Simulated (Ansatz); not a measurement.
Relaxation of C2H5Al (8 atoms, charge 0, multiplicity 1), to a largest force component of 0.015 eV/Å in at most 40 steps.

All numbers below come from RHF/cc-pVDZ (Ansatz 0.2.0).

```xyz
8
Properties=species:S:1:pos:R:3:forces:R:3
C -1.034 0.817 -0.348 -3.24 4.35 -1.08
C 0.139 0.650 0.120 4.61 -0.87 1.79
Al 0.867 -1.163 0.243 -0.88 -0.69 -0.37
H -1.628 0.045 -0.696 -1.38 -1.66 -0.68
H -1.473 1.865 -0.441 0.35 -1.54 0.06
H 0.746 1.508 0.447 -0.48 -0.19 -0.16
H -0.069 -2.438 -0.257 0.42 0.67 0.21
H 2.273 -1.455 0.812 0.60 -0.09 0.23
```

Where does it end, and by what steps?

The forces met the threshold. After 6 steps the energy has fallen by 0.307 eV; H4 moved furthest, 0.08 Å.

| step | energy less start (eV) | largest force component (eV/Å) | accepted |
| --- | --- | --- | --- |
| 0 | 0.0000 | 4.613 | yes |
| 1 | -0.2717 | 1.040 | yes |
| 2 | -0.1754 | 1.645 | no |
| 3 | -0.2962 | 0.261 | yes |
| 4 | -0.3062 | 0.117 | yes |
| 5 | -0.3065 | 0.040 | yes |
| 6 | -0.3066 | 0.004 | yes |

```xyz
8
Properties=species:S:1:pos:R:3
C -1.055 0.860 -0.364
C 0.165 0.625 0.125
Al 0.874 -1.198 0.249
H -1.701 0.058 -0.712
H -1.475 1.860 -0.445
H 0.733 1.498 0.446
H -0.045 -2.394 -0.248
H 2.324 -1.481 0.829
```

Time of the run: 8.2 s on 1 thread of Arm Neoverse V1, on a shared host, peak memory 0.11 GiB.
